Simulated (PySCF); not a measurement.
C2H3, SMILES C=[CH] (connectivity only; charge and spin as stated), charge +1, multiplicity 1.

Geometry optimised at B3LYP-D3(BJ)/def2-TZVP. The multiplicity is an assumed one; other spin states were not compared. The isomer is the one that the SMILES or the coordinates give; other isomers of the formula were not compared.

These are HF/def2-TZVPD (PySCF) values and carry that method's errors.

Symmetry labels are those of the subgroup C2v that the program uses (full group C2v).

Computed valence orbital energies around the gap with their symmetry:
| orbital | symmetry | energy (eV) |
|---|---|---|
| HOMO−6 | A1 | -316.54 |
| HOMO−5 | A1 | -314.20 |
| HOMO−4 | A1 | -37.36 |
| HOMO−3 | A1 | -29.47 |
| HOMO−2 | A1 | -25.91 |
| HOMO−1 | B2 | -24.30 |
| HOMO | B1 | -19.87 |
| LUMO | B2 | -6.34 |
| LUMO+1 | B1 | -3.39 |
| LUMO+2 | A1 | -2.71 |
| LUMO+3 | A1 | -2.06 |
